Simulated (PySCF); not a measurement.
Nitric acid, HNO3.
Geometry (PBE0-D3(BJ)/def2-TZVP, Å), atoms numbered from 1 in this order:
```xyz
5
HNO3 angstrom
O      0.038    0.764   -1.029
N     -0.031   -0.242   -0.377
O     -0.150   -1.370   -0.721
O      0.040   -0.073    0.997
H      0.135    0.887    1.096
```

Linear response at PBE0/aug-cc-pVTZ (PySCF, frozen core in the response, non-relativistic). Geometry: PBE0-D3(BJ)/def2-TZVP, one conformer, isolated molecule.

Static isotropic polarisability: 25.34 au (3.75 Å³), principal values 16.2, 28.0, 31.8 au.

**Question.** What is the polarisability at 1064 nm and at the sodium D line?

**Answer.** 25.52 au at 1064 nm (+0.7 %), 25.96 au at 589.3 nm (+2.4 %). The rise at 589.3 nm is 3.37 times that at 1064 nm; a pure ω² law gives 3.26. The lowest singlet lies at 247 nm, shorter than both wavelengths.

**Question.** What is the isotropic C6 coefficient between two such molecules, C6 = (3/π)∫α(iω)² dω?

**Answer.** 321.4 au (Eh·bohr⁶) by a ten-point quadrature over imaginary frequencies, which is 192 eV·Å⁶ or 18.5 J·nm⁶/mol.

**Question.** Which effective excitation energy ω̄ makes London's formula C6 = (3/4)α²ω̄ exact here?

**Answer.** ω̄ = 4·C6/(3α²) = 0.667 Eh = 18.2 eV. A one-pole form α(ω) = α/(1 − ω²/ω̄²) fitted to the 1064 nm value gives 13.7 eV.

**Question.** How anisotropic is the static polarisability, by Δα² = ½[(α1 − α2)² + (α2 − α3)² + (α3 − α1)²]?

**Answer.** Δα = 14.1 au, or 0.56 of the isotropic value.

**Question.** What three-body coefficient follows from the one-pole estimate C9 = (3/4)·α·C6?

**Answer.** 6110 au. This is an estimate from the two numbers above, not a computed integral.

**Question.** How many electrons N does the Slater–Kirkwood formula C6 = (3/4)·√N·α^(3/2) need to give this C6?

**Answer.** N = (4·C6/3)²/α³ = 11.3; the species has 32 electrons in all.

**Question.** What molar refraction at the D line follows from R = (4π/3)·N_A·α′, with α′ the polarisability volume?

**Answer.** α′ = 3.85 Å³ gives R = 9.70 cm³/mol, for isolated, non-vibrating species.

The run took 15 s wall (grids of density and orbitals included) on one thread of an Arm Neoverse V1, no GPU, shared host with 32 logical CPUs at a one-minute load of 19, and the process peaked at 0.72 GiB of memory. This is the whole response run at PBE0/aug-cc-pVTZ, SCF included.
